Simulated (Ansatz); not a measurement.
The same path of CH4BO (7 atoms, charge 0, multiplicity 2) was run 3 times with different band settings. Lost on the way: C2–H6. Made: B1–H6.

Theory: Ansatz 0.2.0, UKS B3LYP-D4/STO-3G.

Relaxed end points:

```xyz
7
Properties=species:S:1:pos:R:3
B -1.355 -0.278 -0.399
C 0.113 0.076 0.030
O 0.936 -1.117 0.327
H -2.154 0.546 -0.668
H 0.569 0.695 -0.785
H 0.056 0.764 0.913
H 1.836 -0.686 0.582
```

```xyz
7
Properties=species:S:1:pos:R:3
B -1.078 0.332 0.148
C 0.309 -0.037 -0.271
O 1.199 -0.579 0.659
H -1.808 0.785 -0.645
H 0.725 0.079 -1.291
H -1.423 0.170 1.254
H 2.075 -0.749 0.146
```

Common settings: spring 5.0 eV/Å²; optimiser quadratic models (default); start path through a guess of the saddle point; force threshold 0.03 eV/Å; end points relaxed.

| run | movable images | climbing image | iteration limit |
| --- | --- | --- | --- |
| 1 | 5 | yes | 60 |
| 2 | 5 | yes | 10 |
| 3 | 6 | no | 60 |

Question: What does each run give, and how far can it be trusted?

Answer: Run 1: converged after 9 iterations, highest image 0.690 eV above the first end. Neighbouring images differ by up to 1.2 eV, so the band resolves the path poorly. A vibrational analysis at the climbing image gives one clearly imaginary mode, 920i cm⁻¹: a first-order saddle point.
Run 2: converged after 9 iterations, highest image 0.690 eV above the first end. Neighbouring images differ by up to 1.2 eV, so the band resolves the path poorly. Another band between the same ends (5 images) ends at a top of the same energy, where a vibrational analysis finds 1 clearly imaginary mode.
Run 3: converged after 9 iterations, highest image 0.629 eV above the first end. Neighbouring images differ by up to 1.3 eV, so the band resolves the path poorly. No image climbed, so the highest image needn't sit at the top of the path.
Limits of this set-up: minimal basis.
